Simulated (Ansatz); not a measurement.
## Structure relaxation of Mg₂H₃

All numbers below come from DFT PBE, scalar-relativistic, plane waves, PAW (Ansatz 0.2.0). Cutoff 420 eV, Γ-centred k mesh, Gaussian smearing, no spin polarisation in the final step.

Mg₂H₃ was placed on the tetradymite structure type (R-3m, No. 166), with Mg in place of Bi, H in place of Te, at a guessed volume.

```yaml
crystal:
  lattice:
    - [1.51920, 0.87711, 7.04228]
    - [-1.51920, 0.87711, 7.04228]
    - [0.00000, -1.75423, 7.04228]
  atoms:
    - { symbol: Mg, position: [0.40000, 0.40000, 0.40000] }
    - { symbol: Mg, position: [0.60000, 0.60000, 0.60000] }
    - { symbol: H, position: [0.00000, 0.00000, 0.00000] }
    - { symbol: H, position: [0.20950, 0.20950, 0.20950] }
    - { symbol: H, position: [0.79050, 0.79050, 0.79050] }
```

Cell and atoms relax at zero pressure; the relaxation can't lower the symmetry of the start. After a coarse first stage the cell is made exact in the group found at 0.06 Å.

Formation energies are uncorrected and refer to the elements' standard structures at the same level (H₂ as a molecule).

Problem. What does it relax into?

Solution. It keeps R-3m (No. 166). The result has the tetradymite structure. Conventional cell: a = 3.190 Å, c = 20.561 Å. Mg is coordinated by 3 H at 1.99 Å and 3 H at 2.27 Å; H on Wyckoff site a (1 atom of the primitive cell) has 6 Mg at 2.27 Å; around H on Wyckoff site c (2 atoms of the primitive cell) lie 3 Mg at 1.99 Å.

```xyz
5
Lattice="1.5948 0.9207 6.8538 -1.5948 0.9207 6.8538 0.0000 -1.8415 6.8538" Properties=species:S:1:pos:R:3 pbc="T T T"
Mg    0.0000    0.0000    8.1739
Mg    0.0000    0.0000   12.3874
H     0.0000    0.0000    0.0000
H     0.0000    0.0000    4.7832
H     0.0000    0.0000   15.7781
```

Problem. What are its volume, energy, density and gap?

Solution. The volume per atom is 12.1 Å³ and the density is 1.4 g/cm³. The energy over the elements is 0.07 eV/atom and the gap on the 12×12×12 mesh is 0 eV (a metal).

The final run used a 12×12×12 mesh on its 5-atom cell and 0.10 eV smearing. The k mesh leaves about 4 meV/atom of noise in metals. No dispersion correction is applied, so the spacing between layers, chains or molecules is poorly fixed, and with it the volume and density. A structure relaxed within its symmetry needn't be a true minimum. The steps took of the order of 100 core-seconds in all.

Cost: 3 runs of about 1.7 core-minutes in all, on Arm Neoverse V1 (shared hosts).